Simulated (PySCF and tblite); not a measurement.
Values are calculated unless marked as measured or tabulated.
C4H5NO, numbered as in [CH3:1][O:2]/[CH:3]=[CH:4]\[C:5]#[N:6].

Conformers came from 60 starts (ETKDG, MMFF94s, GFN2-xTB); geometries are GFN2-xTB. Free energies are B3LYP-D3(BJ)/def2-SVP (IEF-PCM, dichloromethane) single points with GFN2-xTB rigid-rotor and vibrational terms (modes under about 100 cm⁻¹ blended into free rotors). Symmetry numbers and mirror images are counted. Conformers within 2.5 kcal/mol (GFN2-xTB free energy) were kept, 6 at most. GIAO shieldings: KT2/pcSseg-1 (IEF-PCM, dichloromethane). Shifts are against TMS (¹H), TMS (¹³C) at the same level. Codes: tblite and PySCF.

(1) What shifts does this protocol give at 298.15 K under fast conformational exchange?

(2) How do the conformers differ?

Shifts are unscaled: against experiment ¹³C can be off by 15 ppm or more and ¹H by 0.8 ppm.

Results:

(1) ¹H: 6.95 (H3, 1H), 4.46 (H4, 1H), 4.27 (H1, 3H) ppm. ¹³C: 167.4 (C3), 114.8 (C5), 68.5 (C4), 62.6 (C1) ppm.

(2) Torsions listed: C1–O2–C3–C4.
```json
{"conformer": "1", "shape": "180°", "weight %": "94.4"}
{"conformer": "2", "shape": "0°", "weight %": "5.6"}
```

```csv
signal,1,2,average
H1,4.25,4.61,4.27
H3,6.95,6.87,6.95
H4,4.45,4.65,4.46
C1,62.7,60.8,62.6
C3,167.6,163.2,167.4
C4,68.7,66.0,68.5
C5,114.6,118.0,114.8
```
